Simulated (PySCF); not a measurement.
cyclobutane (C4H8), SMILES C1CCC1. Atoms are numbered in the order given.

```xyz
12

C      0.7599     0.7599     0.1286
C      0.7599    -0.7599    -0.1286
C     -0.7599    -0.7599     0.1286
C     -0.7599     0.7599    -0.1286
H      0.9900     0.9900     1.1808
H      1.3945     1.3945    -0.5089
H      0.9900    -0.9900    -1.1808
H      1.3945    -1.3945     0.5089
H     -1.3945    -1.3945    -0.5089
H     -0.9900    -0.9900     1.1808
H     -0.9900     0.9900    -1.1808
H     -1.3945     1.3945     0.5089
```

The structure is a stationary point at PBE0-D3(BJ)/def2-SVP.

All values below come from PBE0-D3(BJ)/def2-SVP run with PySCF 2.14.0.

Frequencies are harmonic and unscaled.

Modes within 1.5 cm⁻¹ of each other (mostly degenerate sets) share a row, with their intensities summed.

Problem. Estimate the vibrational spectrum. (Estimate from the structure and the level; the computed values follow.)

Solution. 
```json
[
 {"mode": "1", "ν (cm⁻¹)": "192", "IR (km/mol)": "0.0", "Raman (Å⁴/amu)": "0.5", "depolarisation": "0.03", "moving atoms (share of kinetic energy)": "H 66 %, C 34 %"},
 {"mode": "2", "ν (cm⁻¹)": "631", "IR (km/mol)": "4.3", "Raman (Å⁴/amu)": "0.9", "depolarisation": "0.75", "moving atoms (share of kinetic energy)": "H 61 %, C 39 %"},
 {"mode": "3–4", "ν (cm⁻¹)": "756", "IR (km/mol)": "0.6", "Raman (Å⁴/amu)": "0.9", "depolarisation": "0.75", "moving atoms (share of kinetic energy)": "H 85 %, C 15 %"},
 {"mode": "5", "ν (cm⁻¹)": "883", "IR (km/mol)": "0.1", "Raman (Å⁴/amu)": "1.6", "depolarisation": "0.75", "moving atoms (share of kinetic energy)": "C 53 %, H 47 %"},
 {"mode": "6–7", "ν (cm⁻¹)": "942", "IR (km/mol)": "5.4", "Raman (Å⁴/amu)": "0.6", "depolarisation": "0.75", "moving atoms (share of kinetic energy)": "H 50 %, C 50 %"},
 {"mode": "8", "ν (cm⁻¹)": "966", "IR (km/mol)": "0.0", "Raman (Å⁴/amu)": "0.0", "depolarisation": "–", "moving atoms (share of kinetic energy)": "H 100 %"},
 {"mode": "9", "ν (cm⁻¹)": "977", "IR (km/mol)": "0.0", "Raman (Å⁴/amu)": "19.4", "depolarisation": "0.75", "moving atoms (share of kinetic energy)": "C 56 %, H 44 %"},
 {"mode": "10", "ν (cm⁻¹)": "1052", "IR (km/mol)": "0.0", "Raman (Å⁴/amu)": "26.4", "depolarisation": "0.09", "moving atoms (share of kinetic energy)": "C 78 %, H 22 %"},
 {"mode": "11", "ν (cm⁻¹)": "1165", "IR (km/mol)": "0.0", "Raman (Å⁴/amu)": "0.0", "depolarisation": "–", "moving atoms (share of kinetic energy)": "C 57 %, H 43 %"},
 {"mode": "12", "ν (cm⁻¹)": "1174", "IR (km/mol)": "0.0", "Raman (Å⁴/amu)": "3.8", "depolarisation": "0.75", "moving atoms (share of kinetic energy)": "H 74 %, C 26 %"},
 {"mode": "13–14", "ν (cm⁻¹)": "1246", "IR (km/mol)": "0.4", "Raman (Å⁴/amu)": "29.2", "depolarisation": "0.75", "moving atoms (share of kinetic energy)": "H 79 %, C 21 %"},
 {"mode": "15", "ν (cm⁻¹)": "1249", "IR (km/mol)": "0.0", "Raman (Å⁴/amu)": "0.0", "depolarisation": "–", "moving atoms (share of kinetic energy)": "H 70 %, C 30 %"},
 {"mode": "16", "ν (cm⁻¹)": "1260", "IR (km/mol)": "0.0", "Raman (Å⁴/amu)": "0.0", "depolarisation": "–", "moving atoms (share of kinetic energy)": "H 81 %, C 19 %"},
 {"mode": "17–18", "ν (cm⁻¹)": "1294", "IR (km/mol)": "2.7", "Raman (Å⁴/amu)": "0.4", "depolarisation": "0.75", "moving atoms (share of kinetic energy)": "H 57 %, C 43 %"},
 {"mode": "19–20", "ν (cm⁻¹)": "1452", "IR (km/mol)": "4.1", "Raman (Å⁴/amu)": "12.7", "depolarisation": "0.75", "moving atoms (share of kinetic energy)": "H 91 %, C 9 %"},
 {"mode": "21", "ν (cm⁻¹)": "1455", "IR (km/mol)": "4.4", "Raman (Å⁴/amu)": "28.4", "depolarisation": "0.75", "moving atoms (share of kinetic energy)": "H 93 %"},
 {"mode": "22", "ν (cm⁻¹)": "1498", "IR (km/mol)": "0.0", "Raman (Å⁴/amu)": "7.5", "depolarisation": "0.61", "moving atoms (share of kinetic energy)": "H 85 %, C 15 %"},
 {"mode": "23", "ν (cm⁻¹)": "3074", "IR (km/mol)": "9.9", "Raman (Å⁴/amu)": "96.5", "depolarisation": "0.75", "moving atoms (share of kinetic energy)": "H 95 %"},
 {"mode": "24–25", "ν (cm⁻¹)": "3076", "IR (km/mol)": "122.9", "Raman (Å⁴/amu)": "0.6", "depolarisation": "0.75", "moving atoms (share of kinetic energy)": "H 95 %"},
 {"mode": "26", "ν (cm⁻¹)": "3083", "IR (km/mol)": "0.0", "Raman (Å⁴/amu)": "385.8", "depolarisation": "0.04", "moving atoms (share of kinetic energy)": "H 94 %"},
 {"mode": "27", "ν (cm⁻¹)": "3127", "IR (km/mol)": "0.0", "Raman (Å⁴/amu)": "96.0", "depolarisation": "0.42", "moving atoms (share of kinetic energy)": "H 90 %, C 10 %"},
 {"mode": "28–29", "ν (cm⁻¹)": "3140", "IR (km/mol)": "26.2", "Raman (Å⁴/amu)": "205.1", "depolarisation": "0.75", "moving atoms (share of kinetic energy)": "H 90 %, C 10 %"},
 {"mode": "30", "ν (cm⁻¹)": "3153", "IR (km/mol)": "64.2", "Raman (Å⁴/amu)": "34.2", "depolarisation": "0.75", "moving atoms (share of kinetic energy)": "H 90 %, C 10 %"}
]
```
